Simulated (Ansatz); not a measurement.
Saddle point of SiH5O2, doublet (SiH₄O ([OH][SiH3]) + OH → SiH₃O ([O][SiH3]) + H₂O; bonds formed: H1–O4; bonds broken: H1–O2), PBE0-D4/def2-TZVP structure:

```tsv
atom	x (Å)	y (Å)	z (Å)
H1	-0.8598	-0.8172	-0.6766
O2	0.1161	-0.2989	-0.9476
Si3	0.6505	0.8953	0.0742
O4	-1.4627	-1.3659	0.1822
H5	-0.4498	1.7872	0.5166
H6	1.3408	0.3256	1.2600
H7	1.6278	1.6528	-0.7519
H8	-0.9629	-2.1789	0.3431
```

Energies are electronic, without zero-point energy. Barriers and step energies count from the start structure reached by relaxing down the imaginary mode; all methods use the PBE0-D4 structures, on which another method's saddle can fall below an end. Ansatz 0.2.0; basis: def2-TZVPP, with def2-QZVPP for the basis limit; cores frozen in the correlated methods; orbitals are unrestricted. B3LYP uses VWN-RPA correlation. Extrapolation: Hartree–Fock as exp(−7.88 √X), correlation as X^−2.97.

| method | barrier (kJ/mol) | step energy (kJ/mol) |
| --- | --- | --- |
| SPW92 | -47.9 | -39.5 |
| PBE-D4 | -15.9 | -26.4 |
| BLYP-D4 | -9.3 | -23.7 |
| r2SCAN-D4 | 5.0 | -18.7 |
| B97M-V | 23.7 | -17.6 |
| PBE0-D4 | ? | -8.8 |
| B3LYP-D4 | 19.3 | -11.8 |
| r2SCAN0-D4 | 39.3 | -5.2 |
| BHLYP-D4 | 66.9 | 2.6 |
| CAM-B3LYP-D4 | 33.3 | -6.4 |
| wB97X-V | 40.6 | -6.1 |
| wB97M-V | 42.1 | -8.2 |
| B2PLYP | 36.8 | -0.5 |
| PBE-QIDH | 55.7 | 4.2 |
| RPA on PBE | 26.7 | 0.2 |
| HF | ? | 21.6 |
| MP2 | ? | 10.4 |
| CCSD | 68.1 | 4.8 |
| CCSD(T) | 53.9 | 1.8 |

(1) Fill in the withheld barriers. (To be estimated.)

The T1 diagnostic stays at or below 0.031. ⟨S²⟩ of the unrestricted Hartree–Fock references: 0.76 to 0.79 (a pure state has 0.75).

Results:

(1) Computed: MP2 65.0; PBE0-D4 25.0; HF 147.8 kJ/mol. Each is the energy of the saddle less that of the start structure, by the same method.

For comparison, the barrier by CCSD(T) at an estimated basis limit (MP2 extrapolated from triple and quadruple zeta, plus CCSD(T) − MP2 in triple zeta) is 53.3 kJ/mol.

Radical steps of this kind take place in plasma deposition and etching.

Labels in which every atom is bracketed show which atoms are joined, not bond orders.

For scale, one of the runs: CCSD(T)/def2-TZVPP, 174 basis functions (an equivalent command: `ansatz run in.yaml --threads 4`). The run took 98 s on 4 CPU threads (shared host), with 3.9 GiB of host memory at its peak.
